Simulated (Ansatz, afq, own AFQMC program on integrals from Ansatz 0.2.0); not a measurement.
NH₂S, doublet in cc-pVDZ, levels against CCSDT(Q)

```xyz
4

N     0.0000   -0.1878    1.0997
S     0.0000    0.0962   -0.5000
H     0.0000    0.7404    1.5312
H     0.0000   -1.1895   -0.9067
```

Connectivity, by distances: NH–SH.

Basis cc-pVDZ. Noble-gas cores (and the filled d shells of Ga–Kr and In–Xe) are frozen. Integrals, coupled cluster, full CI and functionals: Ansatz 0.2.0; the random walks run on the same integrals in our own AFQMC program. ph-AFQMC/CISD is guided by a CISD state made of CCSD amplitudes; releasing the constraint for a short imaginary time cuts its bias at the price of noise, slowly where states lie close. Free AFQMC starts from the CCSD state and is never constrained. Its projection time is finite, and what remains of the start isn't in its error. Error bars are statistical, one sigma.

Determinant: UHF, the one that the program's search chose, which needn't be the lowest solution. The geometry is a point of a scan.

No full CI on the walks' own integrals is used here; CCSDT(Q) serves as the reference and is uncertain by about the last step of the cluster series.

The T1 diagnostic is 0.0276 and the weight of the determinant in the CISD state is 0.867. The ⟨S²⟩ of the determinant is 0.765 and the size of the correlated space is 13 electrons in 36 orbitals.

```json
{"level": "MP2", "correlation energy (eV)": "-7.5399"}
{"level": "CCSD", "correlation energy (eV)": "-8.4145"}
{"level": "CCSD(T)", "correlation energy (eV)": "-8.6526"}
```

Q: Estimate where free-projection AFQMC lies against CCSD(T) on the same integrals.

A: 1.17 ± 0.49 kcal/mol below CCSD(T).

Reference: CCSDT(Q), correlation energy -8.698 eV. The released energy is read at 1.62 1/Eh, later times being too noisy (meV from the phaseless value at times in 1/Eh: -5 ± 12 at 0.24, -14 ± 13 at 0.51, 18 ± 13 at 0.99, -17 ± 21 at 1.62, -58 ± 26 at 2.40).

```csv
level,E − E(reference) (kcal/mol),share of correlation (%)
CCSD(T),1.05,99.48
CCSDT,0.49,99.76
ph-AFQMC/HF,1.46 ± 1.71,99.27
ph-AFQMC/CISD,0.35 ± 0.27,99.83
released AFQMC,-0.05 ± 0.48,100.03
free AFQMC,-0.12 ± 0.49,100.06
```

Free projections are given only where their last times agree within the noise and don't stop above the reference; a slow remainder of the start can still hide under it. A walk keeps the symmetry of its determinant, which the program's search chose and which needn't be the lowest solution, so a lower state of the same spin and another symmetry isn't excluded. Released energies are given only where the last usable release times agree within the noise; a slower fall can still hide under it.
